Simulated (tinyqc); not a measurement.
RHF in the sto-3g basis, for BH3, spin multiplicity 1, step by step (part 2 of 2). Computed by tinyqc, a small Python program that keeps every step (integrals from PySCF). Command: `OMP_NUM_THREADS=1 python tinyqc.py 31638 31639 out.jsonl` (the two numbers bound the seeds that draw the settings). One thread of a shared host (Intel(R) Xeon(R) Processor @ 2.60GHz), about 0.09 s of CPU time with the checks.

Geometry (angstrom):
```
atom         x         y        z
B      0.00000   0.00000  0.02600
H      1.23900   0.00000  0.00000
H     -0.61900   1.07300  0.00000
H     -0.61900  -1.07300  0.00000
```

## Iteration 1: diagonalisation and new density

Fock matrix F (hartree):
```
           1B 1s     1B 2s    1B 2px    1B 2py   1B 2pz     2H 1s     3H 1s     4H 1s
1B 1s   -7.29806  -2.16582   0.00000   0.00000  0.00073  -0.50018  -0.50046  -0.50046
1B 2s   -2.16582  -1.23191   0.00000   0.00000  0.00637  -0.59535  -0.59554  -0.59554
1B 2px   0.00000   0.00000   0.01294   0.00000  0.00000  -0.27235   0.13610   0.13610
1B 2py   0.00000   0.00000   0.00000   0.01274  0.00000   0.00000  -0.23596   0.23596
1B 2pz   0.00073   0.00637   0.00000   0.00000  0.19147   0.00675   0.00675   0.00675
2H 1s   -0.50018  -0.59535  -0.27235   0.00000  0.00675  -0.34540  -0.19645  -0.19645
3H 1s   -0.50046  -0.59554   0.13610  -0.23596  0.00675  -0.19645  -0.34557  -0.19641
4H 1s   -0.50046  -0.59554   0.13610   0.23596  0.00675  -0.19645  -0.19641  -0.34557
```

X:
```
           1B 1s     1B 2s    1B 2px    1B 2py    1B 2pz     2H 1s     3H 1s     4H 1s
1B 1s    1.03339  -0.17828   0.00000   0.00000   0.00079   0.02745   0.02745   0.02745
1B 2s   -0.17828   1.38214   0.00000   0.00000  -0.00754  -0.31840  -0.31853  -0.31853
1B 2px   0.00000   0.00000   1.18754   0.00000   0.00000  -0.33609   0.16800   0.16800
1B 2py   0.00000   0.00000   0.00000   1.18779   0.00000   0.00000  -0.29127   0.29127
1B 2pz   0.00079  -0.00754   0.00000   0.00000   1.00016   0.00682   0.00683   0.00683
2H 1s    0.02745  -0.31840  -0.33609   0.00000   0.00682   1.23958  -0.01462  -0.01462
3H 1s    0.02745  -0.31853   0.16800  -0.29127   0.00683  -0.01462   1.23975  -0.01469
4H 1s    0.02745  -0.31853   0.16800   0.29127   0.00683  -0.01462  -0.01469   1.23975
```

Diagonalise F' = X^T F X, C = X C', fill 4 alpha and 4 beta electrons from the bottom; D = 2 C_occ C_occ^T. Each column has its largest component positive (the first on a tie).

F' = X^T F X (hartree):
```
          1         2         3         4         5         6         7         8
1  -7.10399  -1.16260  -0.00002   0.00000   0.00142  -0.06087  -0.06097  -0.06097
2  -1.16260  -0.34036   0.00001   0.00000  -0.00475  -0.39876  -0.39890  -0.39890
3  -0.00002   0.00001   0.31903   0.00000   0.00000  -0.39412   0.19699   0.19699
4   0.00000   0.00000   0.00000   0.31920   0.00000   0.00000  -0.34152   0.34152
5   0.00142  -0.00475   0.00000   0.00000   0.19173   0.00780   0.00780   0.00780
6  -0.06087  -0.39876  -0.39412   0.00000   0.00780   0.04753  -0.06461  -0.06461
7  -0.06097  -0.39890   0.19699  -0.34152   0.00780  -0.06461   0.04760  -0.06470
8  -0.06097  -0.39890   0.19699   0.34152   0.00780  -0.06461  -0.06470   0.04760
```

orbital energies (hartree): MO1 -7.30488, MO2 -0.77526, MO3 -0.27820, MO4 -0.27802, MO5 0.19128, MO6 0.55454, MO7 0.70919, MO8 0.70969

coefficients C:
```
             MO1       MO2       MO3       MO4       MO5       MO6       MO7       MO8
1B 1s    0.98988  -0.24125   0.00000   0.00002  -0.00968  -0.25253  -0.00002   0.00000
1B 2s    0.03907   0.63010   0.00000  -0.00004   0.04553   1.35861   0.00003   0.00000
1B 2px   0.00000   0.00001   0.00000   0.42647   0.00000  -0.00003   1.18227   0.00000
1B 2py   0.00000   0.00000   0.42646   0.00000   0.00000   0.00000   0.00000   1.18265
1B 2pz  -0.00026  -0.00326   0.00000   0.00000   0.99900  -0.05010   0.00000   0.00000
2H 1s   -0.00505   0.24980   0.00000   0.58519  -0.01808  -0.72627  -0.90523   0.00000
3H 1s   -0.00505   0.24987   0.50666  -0.29251  -0.01809  -0.72663   0.45248  -0.78418
4H 1s   -0.00505   0.24987  -0.50666  -0.29251  -0.01809  -0.72663   0.45248   0.78418
```

D after iteration 1:
```
           1B 1s     1B 2s    1B 2px    1B 2py    1B 2pz     2H 1s     3H 1s     4H 1s
1B 1s    2.07614  -0.22668   0.00002   0.00000   0.00105  -0.13050  -0.13057  -0.13057
1B 2s   -0.22668   0.79711  -0.00002   0.00000  -0.00412   0.31436   0.31452   0.31452
1B 2px   0.00002  -0.00002   0.36376   0.00000   0.00000   0.49914  -0.24949  -0.24949
1B 2py   0.00000   0.00000   0.00000   0.36374   0.00000   0.00000   0.43214  -0.43214
1B 2pz   0.00105  -0.00412   0.00000   0.00000   0.00002  -0.00162  -0.00162  -0.00162
2H 1s   -0.13050   0.31436   0.49914   0.00000  -0.00162   0.80974  -0.21746  -0.21746
3H 1s   -0.13057   0.31452  -0.24949   0.43214  -0.00162  -0.21746   0.80945  -0.21735
4H 1s   -0.13057   0.31452  -0.24949  -0.43214  -0.00162  -0.21746  -0.21735   0.80945
```

## Iteration 2: building the Fock matrix

core Hamiltonian H = T + V (hartree):
```
            1B 1s     1B 2s    1B 2px    1B 2py    1B 2pz     2H 1s     3H 1s     4H 1s
1B 1s   -13.60228  -3.53239   0.00000   0.00000   0.00108  -0.78759  -0.78805  -0.78805
1B 2s    -3.53239  -4.65607  -0.00005   0.00000   0.00962  -1.88294  -1.88356  -1.88356
1B 2px    0.00000  -0.00005  -3.91724   0.00000   0.00000  -1.72451   0.86191   0.86191
1B 2py    0.00000   0.00000   0.00000  -3.91742   0.00000   0.00000  -1.49412   1.49412
1B 2pz    0.00108   0.00962   0.00000   0.00000  -3.74836   0.03805   0.03806   0.03806
2H 1s    -0.78759  -1.88294  -1.72451   0.00000   0.03805  -3.06936  -0.40326  -0.40326
3H 1s    -0.78805  -1.88356   0.86191  -1.49412   0.03806  -0.40326  -3.06972  -0.40305
4H 1s    -0.78805  -1.88356   0.86191   1.49412   0.03806  -0.40326  -0.40305  -3.06972
```

nuclear repulsion = 7.1458319 hartree

Given earlier and not repeated: Two-electron integrals (ij|kl) in chemists' order.

J_ij = sum D_kl (ij|kl), K_ij = sum D_kl (ik|jl); F = H + J - 0.5 K; E = tr D H + tr D J / 2 - 0.25 tr D K + E_nn.

Coulomb J (hartree):
```
           1B 1s     1B 2s    1B 2px    1B 2py    1B 2pz     2H 1s     3H 1s     4H 1s
1B 1s    9.06793   1.88684   0.00001   0.00000  -0.00166   0.41584   0.41608   0.41608
1B 2s    1.88684   4.20003   0.00008   0.00000  -0.01145   1.70256   1.70308   1.70308
1B 2px   0.00001   0.00008   4.25322   0.00000   0.00000   1.70981  -0.85454  -0.85454
1B 2py   0.00000   0.00000   0.00000   4.25333   0.00000   0.00000   1.48135  -1.48135
1B 2pz  -0.00166  -0.01145   0.00000   0.00000   4.08013  -0.03816  -0.03817  -0.03817
2H 1s    0.41584   1.70256   1.70981   0.00000  -0.03816   3.31604   0.34392   0.34392
3H 1s    0.41608   1.70308  -0.85454   1.48135  -0.03817   0.34392   3.31619   0.34371
4H 1s    0.41608   1.70308  -0.85454  -1.48135  -0.03817   0.34392   0.34371   3.31619
```

exchange K (hartree):
```
           1B 1s     1B 2s    1B 2px    1B 2py    1B 2pz     2H 1s     3H 1s     4H 1s
1B 1s    5.90395   1.08786   0.00000   0.00000  -0.00032   0.24640   0.24654   0.24654
1B 2s    1.08786   1.33290   0.00000   0.00000  -0.01455   0.72663   0.72683   0.72683
1B 2px   0.00000   0.00000   1.02776   0.00000   0.00000   0.74842  -0.37406  -0.37406
1B 2py   0.00000   0.00000   0.00000   1.02810   0.00000   0.00000   0.64833  -0.64833
1B 2pz  -0.00032  -0.01455   0.00000   0.00000   0.25185  -0.01211  -0.01212  -0.01212
2H 1s    0.24640   0.72663   0.74842   0.00000  -0.01211   1.26163   0.14210   0.14210
3H 1s    0.24654   0.72683  -0.37406   0.64833  -0.01212   0.14210   1.26164   0.14199
4H 1s    0.24654   0.72683  -0.37406  -0.64833  -0.01212   0.14210   0.14199   1.26164
```

Fock matrix F (hartree):
```
           1B 1s     1B 2s    1B 2px    1B 2py    1B 2pz     2H 1s     3H 1s     4H 1s
1B 1s   -7.48632  -2.18948   0.00000   0.00000  -0.00042  -0.49496  -0.49524  -0.49524
1B 2s   -2.18948  -1.12249   0.00003   0.00000   0.00544  -0.54369  -0.54389  -0.54389
1B 2px   0.00000   0.00003  -0.17790   0.00000   0.00000  -0.38891   0.19440   0.19440
1B 2py   0.00000   0.00000   0.00000  -0.17814   0.00000   0.00000  -0.33693   0.33693
1B 2pz  -0.00042   0.00544   0.00000   0.00000   0.20584   0.00595   0.00595   0.00595
2H 1s   -0.49496  -0.54369  -0.38891   0.00000   0.00595  -0.38413  -0.13039  -0.13039
3H 1s   -0.49524  -0.54389   0.19440  -0.33693   0.00595  -0.13039  -0.38435  -0.13033
4H 1s   -0.49524  -0.54389   0.19440   0.33693   0.00595  -0.13039  -0.13033  -0.38435
```

total energy of this density = -26.0395256 hartree

## Iteration 2: DIIS over 2 matrices

error matrix X^T (FDS - SDF) X:
```
          1         2         3         4        5         6         7         8
1   0.00000  -0.00613   0.00000   0.00000  0.00166  -0.00046  -0.00047  -0.00047
2   0.00613   0.00000  -0.00004   0.00000  0.00012   0.03088   0.03092   0.03092
3   0.00000   0.00004   0.00000   0.00000  0.00000  -0.10850   0.05421   0.05421
4   0.00000   0.00000   0.00000   0.00000  0.00000   0.00000  -0.09393   0.09393
5  -0.00166  -0.00012   0.00000   0.00000  0.00000  -0.00019  -0.00019  -0.00019
6   0.00046  -0.03088   0.10850   0.00000  0.00019   0.00000  -0.00002  -0.00002
7   0.00047  -0.03092  -0.05421   0.09393  0.00019   0.00002   0.00000   0.00000
8   0.00047  -0.03092  -0.05421  -0.09393  0.00019   0.00002   0.00000   0.00000
```

B (overlaps of the stored error matrices):
```
               1              2
1  2.4751104e+00  6.7462300e-02
2  6.7462300e-02  7.6407125e-02
```

Minimise |sum c_i e_i|^2 with sum c_i = 1: solve [B -1; -1 0][c; lambda] = [0; -1] with B_ij = tr e_i^T e_j, and take F = sum c_i F_i.

DIIS coefficients: 0.00370  0.99630

extrapolated F (hartree):
```
           1B 1s     1B 2s    1B 2px    1B 2py    1B 2pz     2H 1s     3H 1s     4H 1s
1B 1s   -7.48563  -2.18940   0.00000   0.00000  -0.00042  -0.49498  -0.49526  -0.49526
1B 2s   -2.18940  -1.12289   0.00003   0.00000   0.00545  -0.54388  -0.54408  -0.54408
1B 2px   0.00000   0.00003  -0.17720   0.00000   0.00000  -0.38848   0.19418   0.19418
1B 2py   0.00000   0.00000   0.00000  -0.17744   0.00000   0.00000  -0.33655   0.33655
1B 2pz  -0.00042   0.00545   0.00000   0.00000   0.20579   0.00595   0.00595   0.00595
2H 1s   -0.49498  -0.54388  -0.38848   0.00000   0.00595  -0.38399  -0.13063  -0.13063
3H 1s   -0.49526  -0.54408   0.19418  -0.33655   0.00595  -0.13063  -0.38420  -0.13058
4H 1s   -0.49526  -0.54408   0.19418   0.33655   0.00595  -0.13063  -0.13058  -0.38420
```

## Iteration 2: diagonalisation and new density

As before.

F' = X^T F X (hartree):
```
          1         2         3         4         5         6         7         8
1  -7.29255  -1.18235  -0.00002   0.00000   0.00046  -0.05498  -0.05507  -0.05507
2  -1.18235  -0.23228   0.00004   0.00000  -0.00514  -0.38344  -0.38357  -0.38357
3  -0.00002   0.00004   0.17224   0.00000   0.00000  -0.46688   0.23337   0.23337
4   0.00000   0.00000   0.00000   0.17237   0.00000   0.00000  -0.40452   0.40452
5   0.00046  -0.00514   0.00000   0.00000   0.20604   0.00744   0.00744   0.00744
6  -0.05498  -0.38344  -0.46688   0.00000   0.00744   0.03191  -0.03064  -0.03064
7  -0.05507  -0.38357   0.23337  -0.40452   0.00744  -0.03064   0.03192  -0.03074
8  -0.05507  -0.38357   0.23337   0.40452   0.00744  -0.03064  -0.03074   0.03192
```

orbital energies (hartree): MO1 -7.49075, MO2 -0.67190, MO3 -0.45718, MO4 -0.45700, MO5 0.20566, MO6 0.60876, MO7 0.69175, MO8 0.69221

coefficients C:
```
             MO1       MO2       MO3       MO4       MO5       MO6       MO7       MO8
1B 1s    0.99137  -0.23057   0.00000  -0.00002  -0.00878  -0.25669  -0.00013   0.00000
1B 2s    0.03468   0.60225   0.00000   0.00010   0.03970   1.37148   0.00060   0.00000
1B 2px   0.00000  -0.00008   0.00000   0.49399   0.00000  -0.00051   1.15569   0.00000
1B 2py   0.00000   0.00000   0.49395   0.00000   0.00000   0.00000   0.00000   1.15609
1B 2pz  -0.00013  -0.00322   0.00000   0.00000   0.99922  -0.04547  -0.00002   0.00000
2H 1s   -0.00593   0.26455   0.00000   0.53200  -0.01443  -0.72070  -0.93779   0.00000
3H 1s   -0.00593   0.26476   0.46059  -0.26589  -0.01444  -0.72162   0.46831  -0.81209
4H 1s   -0.00593   0.26476  -0.46059  -0.26589  -0.01444  -0.72162   0.46831   0.81209
```

D after iteration 2:
```
           1B 1s     1B 2s    1B 2px    1B 2py    1B 2pz     2H 1s     3H 1s     4H 1s
1B 1s    2.07194  -0.20896   0.00001   0.00000   0.00123  -0.13378  -0.13384  -0.13384
1B 2s   -0.20896   0.72783   0.00000   0.00000  -0.00389   0.31835   0.31844   0.31844
1B 2px   0.00001   0.00000   0.48805   0.00000   0.00000   0.52556  -0.26273  -0.26273
1B 2py   0.00000   0.00000   0.00000   0.48798   0.00000   0.00000   0.45502  -0.45502
1B 2pz   0.00123  -0.00389   0.00000   0.00000   0.00002  -0.00170  -0.00170  -0.00170
2H 1s   -0.13378   0.31835   0.52556   0.00000  -0.00170   0.70609  -0.14275  -0.14275
3H 1s   -0.13384   0.31844  -0.26273   0.45502  -0.00170  -0.14275   0.70594  -0.14263
4H 1s   -0.13384   0.31844  -0.26273  -0.45502  -0.00170  -0.14275  -0.14263   0.70594
```

## Iteration 8 (converged): orbitals

converged F (hartree):
```
           1B 1s     1B 2s    1B 2px    1B 2py    1B 2pz     2H 1s     3H 1s     4H 1s
1B 1s   -7.41437  -2.17576   0.00000   0.00000  -0.00050  -0.49253  -0.49281  -0.49281
1B 2s   -2.17576  -1.08501   0.00002   0.00000   0.00615  -0.53503  -0.53521  -0.53521
1B 2px   0.00000   0.00002  -0.17523   0.00000   0.00000  -0.38679   0.19333   0.19333
1B 2py   0.00000   0.00000   0.00000  -0.17545   0.00000   0.00000  -0.33508   0.33508
1B 2pz  -0.00050   0.00615   0.00000   0.00000   0.24149   0.00612   0.00612   0.00612
2H 1s   -0.49253  -0.53503  -0.38679   0.00000   0.00612  -0.37170  -0.13417  -0.13417
3H 1s   -0.49281  -0.53521   0.19333  -0.33508   0.00612  -0.13417  -0.37189  -0.13411
4H 1s   -0.49281  -0.53521   0.19333   0.33508   0.00612  -0.13417  -0.13411  -0.37189
```

As before.

F' = X^T F X (hartree):
```
          1         2         3         4         5         6         7         8
1  -7.22011  -1.18497  -0.00002   0.00000   0.00032  -0.05427  -0.05436  -0.05436
2  -1.18497  -0.18538   0.00002   0.00000  -0.00469  -0.38425  -0.38437  -0.38437
3  -0.00002   0.00002   0.17567   0.00000   0.00000  -0.47153   0.23569   0.23569
4   0.00000   0.00000   0.00000   0.17583   0.00000   0.00000  -0.40854   0.40854
5   0.00032  -0.00469   0.00000   0.00000   0.24174   0.00766   0.00766   0.00766
6  -0.05427  -0.38425  -0.47153   0.00000   0.00766   0.04683  -0.03881  -0.03881
7  -0.05436  -0.38437   0.23569  -0.40854   0.00766  -0.03881   0.04688  -0.03891
8  -0.05436  -0.38437   0.23569   0.40854   0.00766  -0.03881  -0.03891   0.04688
```

orbital energies (hartree): MO1 -7.41983, MO2 -0.64996, MO3 -0.44871, MO4 -0.44855, MO5 0.24138, MO6 0.63385, MO7 0.70985, MO8 0.71032

coefficients C:
```
             MO1       MO2       MO3       MO4       MO5       MO6       MO7       MO8
1B 1s    0.99106  -0.22632   0.00000   0.00000  -0.00923  -0.26161  -0.00009   0.00000
1B 2s    0.03584   0.57545   0.00000   0.00005   0.04097   1.38287   0.00036   0.00000
1B 2px   0.00000  -0.00004   0.00000   0.50428   0.00000  -0.00031   1.15124   0.00000
1B 2py   0.00000   0.00000   0.50424   0.00000   0.00000   0.00000   0.00000   1.15164
1B 2pz  -0.00012  -0.00381   0.00000   0.00000   0.99920  -0.04583  -0.00001   0.00000
2H 1s   -0.00607   0.27856   0.00000   0.52360  -0.01425  -0.71559  -0.94237   0.00000
3H 1s   -0.00607   0.27870   0.45333  -0.26171  -0.01425  -0.71626   0.47079  -0.81617
4H 1s   -0.00607   0.27870  -0.45333  -0.26171  -0.01425  -0.71626   0.47079   0.81617
```

D after iteration 8:
```
           1B 1s     1B 2s    1B 2px    1B 2py    1B 2pz     2H 1s     3H 1s     4H 1s
1B 1s    2.06682  -0.18944   0.00001   0.00000   0.00148  -0.13813  -0.13819  -0.13819
1B 2s   -0.18944   0.66486   0.00000   0.00000  -0.00439   0.32021   0.32030   0.32030
1B 2px   0.00001   0.00000   0.50859   0.00000   0.00000   0.52805  -0.26398  -0.26398
1B 2py   0.00000   0.00000   0.00000   0.50852   0.00000   0.00000   0.45718  -0.45718
1B 2pz   0.00148  -0.00439   0.00000   0.00000   0.00003  -0.00212  -0.00212  -0.00212
2H 1s   -0.13813   0.32021   0.52805   0.00000  -0.00212   0.70357  -0.11872  -0.11872
3H 1s   -0.13819   0.32030  -0.26398   0.45718  -0.00212  -0.11872   0.70343  -0.11860
4H 1s   -0.13819   0.32030  -0.26398  -0.45718  -0.00212  -0.11872  -0.11860   0.70343
```

## Convergence

Stop when the energy changes by less than 1e-10 hartree and every element of the error matrix X^T (F D S - S D F) X is below 3e-06.

Course of the cycle:
```
iteration  E (hartree)     change  largest element of the error matrix
1          -25.8563869          -                             5.94e-01
2          -26.0395256  -1.83e-01                             1.08e-01
3          -26.0584600  -1.89e-02                             2.05e-02
4          -26.0594189  -9.59e-04                             3.08e-03
5          -26.0594431  -2.43e-05                             4.11e-05
6          -26.0594431  -4.74e-09                             8.53e-06
7          -26.0594431  -1.53e-10                             3.93e-08
8          -26.0594431   7.11e-15                             2.77e-09
```

PySCF RHF in the same basis = -26.0594431 hartree

Converged in 8 iterations.

## Populations, bond orders and dipole

overlap S:
```
          1B 1s    1B 2s    1B 2px    1B 2py    1B 2pz     2H 1s     3H 1s     4H 1s
1B 1s   1.00000  0.26933   0.00000   0.00000   0.00000   0.05943   0.05947   0.05947
1B 2s   0.26933  1.00000   0.00000   0.00000   0.00000   0.45073   0.45086   0.45086
1B 2px  0.00000  0.00000   1.00000   0.00000   0.00000   0.47099  -0.23540  -0.23540
1B 2py  0.00000  0.00000   0.00000   1.00000   0.00000   0.00000   0.40805  -0.40805
1B 2pz  0.00000  0.00000   0.00000   0.00000   1.00000  -0.00988  -0.00989  -0.00989
2H 1s   0.05943  0.45073   0.47099   0.00000  -0.00988   1.00000   0.09343   0.09343
3H 1s   0.05947  0.45086  -0.23540   0.40805  -0.00989   0.09343   1.00000   0.09336
4H 1s   0.05947  0.45086  -0.23540  -0.40805  -0.00989   0.09343   0.09336   1.00000
```

Mulliken: Z minus the diagonal of D S on the atom; Loewdin: the same with S^(1/2) D S^(1/2); Mayer order: 2 sum_s sum (D(s) S)_ij (D(s) S)_ji over the two atoms.

Charges (e):
```
atom  Mulliken   Loewdin
1B     0.19857   0.18283
2H    -0.06623  -0.06098
3H    -0.06617  -0.06092
4H    -0.06617  -0.06092
```

Mayer bond orders:
```
pair    order
2-1   0.99016
3-1   0.99017
3-2   0.00273
4-1   0.99017
4-2   0.00273
4-3   0.00273
```

dipole moment about the origin, x y z (debye): -0.00068  0.00000  0.07568
